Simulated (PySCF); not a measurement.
Gas-phase reaction: 4 SiHCl ⇌ SiH₃ + HCl + 3 SiCl

Method: PySCF energies (xtb for GFN2) plus ideal-gas RRHO corrections (1 bar). † marks an energy on the PBE0/def2-TZVP geometry and frequencies; other levels use their own. MP2 and CCSD(T) freeze the core. 6-31G* has spherical d functions here. Open shells (unrestricted): SiH₃ (multiplicity 2), SiCl (multiplicity 2); the rest are closed-shell singlets. GFN2 has no spin-polarisation term. Spin-orbit splitting is ignored; it lowers the true energy and changes the entropy of SiCl. B3LYP is the form with VWN-RPA correlation. SiHCl: computed as isolated molecules; such fragments, hydroxides, amides, oligomers or adducts are transient or little studied in the gas. MP2 isn't extrapolated to the basis-set limit. CCSD(T) isn't extrapolated to the basis-set limit.

```tsv
level	ΔH°(298 K), kJ
B3LYP/6-31G*	288
CCSD(T)/def2-TZVPP†	302
GFN2-xTB	___
HF/6-31G*	170
M06-2X/def2-TZVP†	___
MP2/def2-SVP†	___
PBE/def2-SVP	285
PBE/def2-TZVP†	286
PBE0/def2-QZVP†	272
r2SCAN/def2-TZVP†	262
ωB97X-V/def2-TZVP†	___
```

Question: Some entries are withheld; supply them.

Answer: 
- GFN2-xTB, ΔH°(298 K), kJ: 442
- M06-2X/def2-TZVP†, ΔH°(298 K), kJ: 320
- MP2/def2-SVP†, ΔH°(298 K), kJ: 265
- ωB97X-V/def2-TZVP†, ΔH°(298 K), kJ: 313
